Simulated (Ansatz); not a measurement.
# ZrPbO3: computed properties

Theory: Ansatz 0.2.0, DFT PBEsol, scalar-relativistic, plane waves, PAW.

Settings: cutoff 420 eV, Γ-centred mesh 6×6×6 on the computed 5-atom cell, Gaussian smearing of 0.02 eV; no spin polarisation.

The structure is relaxed at this level of theory with its symmetry kept. Whether it is the stable form of this composition wasn't checked.

```xyz
5
Lattice="4.1413 0.0000 0.0000 0.0000 4.1413 0.0000 0.0000 0.0000 4.1413" Properties=species:S:1:pos:R:3 pbc="T T T"
Zr    0.0000    0.0000    0.0000
Pb    2.0706    2.0706    2.0706
O     2.0706    0.0000    0.0000
O     0.0000    0.0000    2.0706
O     0.0000    2.0706    0.0000
```

* Space group: Pm-3m (No. 221)
* Volume per atom: 14.20 Å³
* Formation energy from the elements' standard states (uncorrected): -2.477 eV/atom
* Kohn–Sham band gap: 2.34 eV, indirect from M to X
* Löwdin character of the top 1 eV of the valence band: O 2p 91 %
* Löwdin character of the lowest 1 eV of the conduction band: Pb 6p 71 %, O 2p 10 %, O 2s 9 %
* Electron masses at the edge by Cartesian direction of the standard setting (m_e; degenerate bands sorted by energy; no spin-orbit coupling): x: 0.33; y: 0.33; z: 0.19
* Hole masses at the edge by Cartesian direction of the standard setting (m_e; degenerate bands sorted by energy; no spin-orbit coupling): x: over 30; y: 1.1; z: 1.1
* Bulk modulus: 170 GPa
* Its pressure derivative: 4.2
* Bader charges (e): Zr (1 in the cell) 2.56, Pb (1 in the cell) 1.32, O (3 in the cell) -1.30

Spin-orbit coupling is left out, which matters for the bands of heavy elements.

Symmetry holds off the tilts and polar distortions that many cubic perovskites undergo.